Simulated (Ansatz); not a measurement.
# SnH₂⁻, quartet in def2-SVPD: errors against UCCSDT(Q)

Geometry: that of the SnH2⁻, doublet, kept fixed. The doublet lies 3.6 eV lower here.

```xyz
3

Sn    0.0000   -0.0211    0.0000
H     0.0000    1.2419   -1.2881
H     0.0000    1.2419    1.2881
```

Basis def2-SVPD with its core potentials; Ansatz 0.2.0. Only valence electrons are correlated (noble-gas cores and the filled d shells of p-block atoms frozen), which leaves 7 electrons in 39 orbitals. Prefix R: restricted or restricted open-shell reference; prefix U: unrestricted. Active spaces: valence = (7e, 6o) chosen from the atoms' valence shells. No spin–orbit coupling is included; scalar relativity enters through the core potentials alone. This anion state lies near or above the neutral species, so the extra electron is weakly bound or unbound and the energies hang on the diffuse functions.

Full CI isn't at hand for all of this; UCCSDT(Q) serves as the reference, and is uncertain by about the last step of the cluster series. The frozen core follows each run's orbitals, which can shift R against U totals by a few meV for light atoms and by up to 0.1 eV past Ca.

```
UHF ⟨S²⟩                          : 3.757
T1 diagnostic (RCCSD)             : 0.0322
largest doubles amplitude (RCCSD) : 0.043
T1 diagnostic (UCCSD)             : 0.0285
```

From what is known of these methods and the diagnostics, rank them by the size of their error in total energy against UCCSDT(Q) in def2-SVPD, smallest first (an estimate: the text doesn't fix the numbers).
A. UCCSD(T)
B. UHF
C. UCCSDT
D. UMP2
E. UCCSD

C (0.3 kJ/mol), A (3.0 kJ/mol), E (11.4 kJ/mol), D (74.0 kJ/mol), B (276.8 kJ/mol).

All errors are against UCCSDT(Q) in def2-SVPD. Within each family the higher level lies nearer, as is usual though not guaranteed.

Natural occupations of CASSCF (valence space) about the gap: 1.993 1.981 1.005 1.000 1.000 0.021; effectively unpaired electrons, Σ n²(2−n)², 3.00.
